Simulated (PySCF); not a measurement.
A species of formula C5H9N has this rotational fingerprint, computed with PBE0/def2-SVPD in PySCF (dipole) on a GFN2-xTB geometry, gas phase:

- Rotational constants: A = 10138, B = 2052, C = 1915 MHz
- Dipole components: |μa| = 0.19 D, |μb| = 0.17 D, |μc| = 1.03 D
- Inertial defect: -32.29 u·Å²
- κ: -0.97

Question: Which candidate fits, each taken in the one conformer that was computed?
A. `[NH2:1][CH2:2][CH2:3][CH:4]1[CH:5]=[CH:6]1` with H–N1–C2–C3 180° and -62°, N1–C2–C3–C4 -177°, C2–C3–C4–C5 -89°
B. `[CH3:1]/[N:2]=[CH:3]/[CH:4]1[CH2:5][CH2:6]1` with N2–C3–C4–C5 145°
C. `[CH2:1]=[CH:2][CH2:3][N:4]1[CH2:5][CH2:6]1` with C1–C2–C3–N4 130°, C2–C3–N4–C5 -155°
D. `[H]/[N:6]=[C:4](\[C:2](=[CH2:1])[CH3:3])[CH3:5]` with C1–C2–C4–C5 143°
E. `[CH2:1]=[CH:2][CH2:3][CH2:4][N:5]=[CH2:6]` with C1–C2–C3–C4 -122°, C2–C3–C4–N5 -69°, C3–C4–N5–C6 123°

Answer: C. It is C=CCN1CC1, a near-prolate asymmetric top, point group C1. The candidates at the same level (rigid rotor, commonest isotopes):

```csv
SMILES,A (MHz),B (MHz),C (MHz),μa (D),μb (D),μc (D),Δ (u·Å²),point group,rotor
C=CCCN=C,7655,2012,1743,0.07,0.32,1.19,-27.15,C1,near-prolate asymmetric top
C/N=C/C1CC1,13534,1685,1656,0.86,0.00,1.26,-32.10,Cs,near-prolate asymmetric top
[H]/N=C(/C)C(=C)C,4931,3260,2171,2.17,1.08,0.25,-24.76,C1,asymmetric top
C=CCN1CC1,10138,2052,1915,0.19,0.17,1.03,-32.29,C1,near-prolate asymmetric top
NCCC1C=C1,12566,1679,1614,0.52,1.15,0.70,-28.15,C1,near-prolate asymmetric top
```

`C=CCCN=C` has A 24 % too low; `NCCC1C=C1` has A 24 % too high; `C/N=C/C1CC1` has A 33 % too high; `[H]/N=C(/C)C(=C)C` has B 59 % too high. No structure here is proved a minimum.
